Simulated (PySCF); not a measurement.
Bonds (- single, = double, # triple, : aromatic): C1-P2 1.804 Å, P2-C3 1.806 Å, P2=O4 1.489 Å, P2-O5 1.636 Å. C1 carries H6, H7, H8; C3 carries H9, H10, H11; O5 carries H12.

Geometry: PBE0-D3(BJ)/def2-SVP; GIAO shifts from PySCF 2.14.0 with density-fitted response routines, gas phase, non-relativistic, averaged over equivalent atoms.

At PBE0/6-311+G(2d,p) (185 basis functions, 15 s wall time on 1 thread of an Arm Neoverse V2, shared host):
```json
{"atoms": "C1/C3", "δ (ppm)": "19.0"}
{"atoms": "P2", "δ (ppm)": "37.6"}
{"atoms": "O4", "δ (ppm)": "149.4"}
{"atoms": "O5", "δ (ppm)": "110.8"}
{"atoms": "H12", "δ (ppm)": "1.88"}
{"atoms": "H6/H7/H8/H9/H10/H11", "δ (ppm)": "1.32"}
```

References, each an isolated molecule treated in the same way: ¹³C (σref 186.44), ¹H (σref 31.51) vs TMS; ³¹P (σref 297.00) vs H3PO4; ¹⁷O (σref 326.57) against H2O.

Predict the values at BHandHLYP/pcSseg-2 on the same geometry.

Answers


| atoms | δ at BHandHLYP/pcSseg-2 | change |
| --- | --- | --- |
| C1/C3 | 18.3 | -0.7 |
| P2 | 44.4 | +6.8 |
| O4 | 141.3 | -8.1 |
| O5 | 106.3 | -4.5 |
| H12 | 2.54 | +0.66 |
| H6/H7/H8/H9/H10/H11 | 1.27 | -0.05 |

δ = σ(ref) − σ, references computed at the same level: TMS for ¹³C (σ = 184.26 ppm) and ¹H (σ = 31.45 ppm); ³¹P (σ = 303.59 ppm) against H3PO4; H2O for ¹⁷O (σ = 326.63 ppm).

The largest change is at O4 (P=O oxygen). Cost: 285 basis functions, 29 s wall time on 1 thread of an Arm Neoverse V2, shared host.

Experimental scales use liquid or dissolved standards, which lie at an offset from isolated H2O (liquid H2O: subtract about 36 ppm) and H3PO4.
